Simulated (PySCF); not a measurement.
This PySCF input asks for the NMR shieldings of SMILES c1c[p-]cp1, [C3H3P2]-; the geometry comes from GFN2-xTB.

```python
import basis_set_exchange as bse
import numpy as np
from pyscf import gto, dft
from pyscf.prop import nmr

atoms = """
C    -0.803491    0.735729    0.300056
C    -0.977298   -0.487110   -0.290125
P     0.454655   -1.415680   -0.649210
C     1.515019   -0.207965   -0.016170
P     0.832650    1.240485    0.632243
H    -1.640040    1.378296    0.556746
H    -1.960719   -0.878255   -0.531789
H     2.588282   -0.356088   -0.026317
"""
names = dict.fromkeys(["C", "P", "H"], "pcSseg-1")
basis = {el: gto.basis.parse(bse.get_basis(n, elements=[el], fmt="nwchem")) for el, n in names.items()}
mol = gto.M(atom=atoms, basis=basis, charge=-1, verbose=0)
mf = dft.RKS(mol, xc="PBE0")
mf.grids.level = 2
mf.grids.alignment = dft.numint.BLKSIZE   # the property module wants whole blocks of grid points
mf.conv_tol = 1e-9
mf.kernel()

calc = nmr.RKS(mf)   # GIAO
C = mf.mo_coeff
Co = C[:, mf.mo_occ > 0]
resp = mf.gen_response(singlet=True, hermi=2)
def vind(x):   # induced exchange potential for any number of trial vectors
    d = np.einsum("pi,xij,qj->xpq", C, 2 * x.reshape(-1, C.shape[1], Co.shape[1]), Co, optimize=True)
    return np.einsum("xpq,pi,qj->xij", resp(d - d.transpose(0, 2, 1)), C, Co, optimize=True).ravel()
mo1, _ = nmr.rhf.solve_mo1(calc, with_cphf=vind)
sigma = calc.kernel(mo1)
for i, s in enumerate(sigma):   # ppm
    print("%2d %-2s %9.2f" % (i, mol.atom_pure_symbol(i), np.trace(s) / 3))
```

**Question.** What does it print?

**Answer.** 
```
 0 C      43.93
 1 C      43.94
 2 P     161.67
 3 C      23.01
 4 P     161.60
 5 H      23.82
 6 H      23.82
 7 H      23.40
```

These numbers come from an equivalent density-fitted implementation of the same equations, which agrees with the script to about 0.01 ppm for H and up to a few tenths of a ppm for heavy atoms, so last digits may differ.

**Question.** Turn these shieldings into chemical shifts. Shifts are taken against calculated references (same method and geometry level): TMS for ¹³C (σref 186.93), ¹H (σref 31.72); H3PO4 for ³¹P (σref 318.38).

**Answer.** Averaging equivalent atoms: C 3: 163.9; C 0/1: 143.0; P 2/4: 156.7; H 7: 8.32; H 5/6: 7.90 ppm. Experimental scales use liquid or dissolved standards, which lie at an offset from isolated H3PO4.

Size and cost of the density-fitted run: 114 basis functions, 5.1 s wall time on 1 thread of an AMD EPYC 9R45 96-Core, shared host; peak memory 0.5 GiB.
